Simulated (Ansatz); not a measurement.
hydrogen peroxide (SMILES OO) moved off its minimum; all values from Ansatz (an electronic-structure program), cores frozen in correlated methods.
(charge 0, multiplicity 1)
```xyz
4

O     -0.5895     0.0411     0.2775
O      0.6548    -0.1405    -0.2926
H     -1.1308     0.5049    -0.4183
H      1.2414     0.3818     0.3875
```

Forces at B3LYP/def2-TZVPP (eV/Å):

```json
[
 {"atom": "O1", "Fx": "-3.040", "Fy": "0.662", "Fz": "0.129"},
 {"atom": "O2", "Fx": "3.448", "Fy": "1.331", "Fz": "1.102"},
 {"atom": "H3", "Fx": "0.954", "Fy": "-0.567", "Fz": "0.799"},
 {"atom": "H4", "Fx": "-1.362", "Fy": "-1.426", "Fz": "-2.031"}
]
```

Q: Give the forces (eV/Å), the total energy and the dipole at CCSD(T)/aug-cc-pVTZ.

A: 
| atom | Fx | Fy | Fz |
|---|---|---|---|
| O1 | -3.232 | 0.683 | 0.312 |
| O2 | 3.646 | 1.279 | 0.927 |
| H3 | 1.012 | -0.557 | 0.768 |
| H4 | -1.425 | -1.405 | -2.008 |
Energy -151.3653 hartree, dipole 1.58 D.
